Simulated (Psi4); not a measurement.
# HCl (hydrogen chloride): HF/6-311G (density fitting)

What is the energy difference between two shapes of HCl (hydrogen chloride) at HF/6-311G (density fitting)? 

The results are computed with Psi4 1.11.

2 further runs of the same task are left out: 2 set aside as unsound or not needed.

## 1. The system as given

HCl: 2 atoms, total charge 0, spin state singlet. As SMILES, `Cl`. The coordinates come from a PBE0-D4/def2-TZVP relaxation.

Bond lengths: Cl1–H2 1.279 Å.

## 2. A single-point energy at HF/6-311G (density fitting)

The input, job.in:

```
memory 1.6 GB

molecule geom {
  0 1
  Cl
  H 1 r2

  r2 = 1.278791
  no_reorient
  no_com
}

set {
  basis    6-311G
  scf_type df
}

E, wfn = energy('hf', return_wfn=True)
```

Launch:

```bash
$ psi4 job.in job.out -n 1
```

job.out:

```text
[...]
  Running in c2v symmetry.
[...]
  Nuclear repulsion =    7.034779398189383
[...]
  Multiplicity = 1
[...]
  Nalpha       = 9
  Nbeta        = 9
[...]
    Number of basis functions: 24
[...]
   @DF-RHF iter   1:  -460.04006873293599   -1.26642e-01   1.22011e-02 ADIIS/DIIS
[...]
   @DF-RHF iter   7:  -460.06614938402174   -1.78204e-09   2.16306e-07 DIIS
[...]
    Orbital Energies [Eh]
    ---------------------
    Doubly Occupied:
       1A1  -104.856433     2A1   -10.584290     3A1    -8.053070
       1B1    -8.048385     1B2    -8.048385     4A1    -1.131864
       5A1    -0.622255     2B1    -0.482025     2B2    -0.482025
[...]
  @DF-RHF Final Energy:  -460.06614938402174
   => Energetics <=
    Nuclear Repulsion Energy =              7.0347793981893831
    One-Electron Energy =                -649.5843911050800443
    Two-Electron Energy =                 182.4834623228689452
    Total Energy =                       -460.0661493840217418
[...]
 Multipole Moments:
 ------------------------------------------------------------------------------------
     Multipole            Electronic (a.u.)      Nuclear  (a.u.)        Total (a.u.)
 ------------------------------------------------------------------------------------
 L = 1.  Multiply by 2.5417464519 to convert [e a0] to [Debye]
 Dipole X            :          0.0000000            0.0000000            0.0000000
 Dipole Y            :          0.0000000            0.0000000            0.0000000
 Dipole Z            :         -0.4589662            1.1980381            0.7390720
 Magnitude           :                                                    0.7390720
[...]
```

Run time: 0.84 s. Hardware: 1 thread of AMD EPYC 9R45 (Zen 5), shared host; peak memory 0.18 GiB.

## 3. The distorted shape at the same level

The input, clh.json:

```json
{
  "schema_name": "qcschema_input",
  "schema_version": 1,
  "molecule": {
    "schema_name": "qcschema_molecule",
    "schema_version": 2,
    "symbols": ["Cl", "H"],
    "geometry": [1.04286237, -0.35214479, 0.47160194, -1.0147886, 0.40302, -0.55927201],
    "molecular_charge": 0,
    "molecular_multiplicity": 1,
    "fix_com": true,
    "fix_orientation": true
  },
  "driver": "energy",
  "model": {
    "method": "scf",
    "basis": "6-311G"
  },
  "keywords": {
    "scf_type": "df"
  }
}
```

Launch:

```bash
$ psi4 --qcschema clh.json -n 1 --memory 1600MB
```

stdout:

```text
[...]
  Running in c1 symmetry.
[...]
  Nuclear repulsion =    7.018502951019149
[...]
  Multiplicity = 1
[...]
  Nalpha       = 9
  Nbeta        = 9
[...]
    Number of basis functions: 24
[...]
   @DF-RHF iter   1:  -460.04009608044720   -1.28752e-01   7.97392e-03 ADIIS/DIIS
[...]
   @DF-RHF iter   7:  -460.06624233583722   -1.85304e-09   1.41942e-07 DIIS
[...]
    Orbital Energies [Eh]
    ---------------------
    Doubly Occupied:
       1A   -104.856595     2A    -10.584356     3A     -8.053120
       4A     -8.048461     5A     -8.048461     6A     -1.131237
       7A     -0.621674     8A     -0.481958     9A     -0.481958
[...]
  @DF-RHF Final Energy:  -460.06624233583722
   => Energetics <=
    Nuclear Repulsion Energy =              7.0185029510191494
    One-Electron Energy =                -649.5538417805806830
    Two-Electron Energy =                 182.4690964937242939
    Total Energy =                       -460.0662423358372166
[...]
 Multipole Moments:
 ------------------------------------------------------------------------------------
     Multipole            Electronic (a.u.)      Nuclear  (a.u.)        Total (a.u.)
 ------------------------------------------------------------------------------------
 L = 1.  Multiply by 2.5417464519 to convert [e a0] to [Debye]
 Dipole X            :        -17.3421937           16.7138717           -0.6283221
 Dipole Y            :          5.8140377           -5.5834414            0.2305963
 Dipole Z            :         -7.7727475            7.4579610           -0.3147865
 Magnitude           :                                                    0.7396309
[...]
```

The result, in JSON:

```text
{
 "driver": "energy",
 "model": {
  "method": "scf",
  "basis": "6-311G"
 },
 "success": true,
 "return_result": -460.0662423358372,
 "properties": {
  "calcinfo_nbasis": 24,
  "calcinfo_nmo": 24,
  "calcinfo_nalpha": 9,
  "calcinfo_nbeta": 9,
  "calcinfo_natom": 2,
  "nuclear_repulsion_energy": 7.0185029510191494,
  "return_energy": -460.0662423358372,
  "scf_one_electron_energy": -649.5538417805807,
  "scf_two_electron_energy": 182.4690964937243,
  "scf_dipole_moment": [-0.6283220539255971, 0.23059629588456776, -0.31478654399909534],
  "scf_total_energy": -460.0662423358372,
  "scf_iterations": 7
 }
}
```

It took 0.8 s on 1 thread of AMD EPYC 9R45 (Zen 5), shared host; peak memory 0.18 GiB.

## 4. Summary of results

At HF/6-311G (density fitting):

```
                              quantity          value
             first shape: total energy  -460.06615 Eh
            first shape: dipole moment         1.88 D
              first shape: HOMO energy      -13.12 eV
              first shape: LUMO energy        3.10 eV
            first shape: HOMO–LUMO gap       16.22 eV
         distorted shape: total energy  -460.06624 Eh
        distorted shape: dipole moment         1.88 D
          distorted shape: HOMO energy      -13.11 eV
          distorted shape: LUMO energy        3.08 eV
        distorted shape: HOMO–LUMO gap       16.20 eV
energy change with the atoms displaced      -0.003 eV
```

**Reading.** With the atoms displaced the energy falls by 0.00 eV (0.2 kJ/mol). The first shape isn't relaxed at this level, so the change isn't measured from a minimum.
